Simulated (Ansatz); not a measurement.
Gas-phase electronic energies from Ansatz, PBE0-D4/def2-TZVP geometries. CCSD(T)/CBS adds triple-zeta CCSD(T) − MP2 to the extrapolated MP2 energy (def2 sets, frozen cores). This one scheme is used for every species, atoms too. Functionals use def2-TZVPP. HSE06 is defined as in plane-wave codes. No spin–orbit coupling; open shells (•) take unrestricted orbitals. Spin–orbit coupling would lower the free atoms: a little for Al, C, S.

Consider the atomization: `C[S][AlH2]` → Al• + C• + 5 H• + S•.

```csv
level,ΔE (kJ/mol)
HSE06-D4,2511.0
r2SCAN,2526.6
```

Q: What does CCSD(T)/CBS give? (Estimate.)

A: Computed: +2525.6 kJ/mol. The listed levels differ from it by -14.6, 1.0 kJ/mol.

Largest T1 diagnostic among the species: 0.018.

In def2-TZVPP, CCSD(T) changes the Hartree–Fock value by +566.6 kJ/mol (the triples alone add +30.2 kJ/mol) and MP2 by +574.9 kJ/mol; breaking electron pairs costs correlation energy, which Hartree–Fock lacks. Leaving LDA and LC-ωPBE aside and taking each functional with its dispersion term where it has one, the values, not all of them listed here, spread over 90.8 kJ/mol, from BHLYP-D4 to B97M-V. LDA lies +301.0 kJ/mol from PBE without D4, its usual overbinding.

For atomizations the MP2-based limit and the directly extrapolated one differ by several kJ/mol either way, and by 10 to 25 for some Ge, Se and Sn compounds, so smaller differences from it don't rank the levels.
